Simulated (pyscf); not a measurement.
Thermochemistry of product channels of `[F-]` + `[CH3][Cl]` on the singlet surface, in kcal/mol, from ωB97M-D3(BJ)/def2-TZVPD energies (ideal gas, 1 atm, RRHO with modes under 100 cm⁻¹ raised to 100, one conformer, R ln 2 for rigid chiral ones). Single points on ωB97X-D3(BJ)/def2-SVPD structures (PySCF, gas phase).

```json
[
 {"products": "`[CH3][F]` + `[Cl-]`", "ΔE": "-32.5", "ΔH(298 K)": "-31.6", "ΔG(900 K)": "-30.5", "ΔG(1200 K)": "-30.0"},
 {"products": "`[FH]` + `[CH2-][Cl]`", "ΔE": "+31.4", "ΔH(298 K)": "+28.4", "ΔG(900 K)": "+19.6", "ΔG(1200 K)": "+16.5"},
 {"products": "`[F][CH-][Cl]` + `[H][H]`", "ΔE": "+43.5", "ΔH(298 K)": "+36.9", "ΔG(900 K)": "+29.9", "ΔG(1200 K)": "+26.9"},
 {"products": "`[CH2-][F]` + `[ClH]`", "ΔE": "+50.1", "ΔH(298 K)": "+45.9", "ΔG(900 K)": "+37.4", "ΔG(1200 K)": "+34.6"}
]
```

These are energies of the channels, which say nothing of barriers.
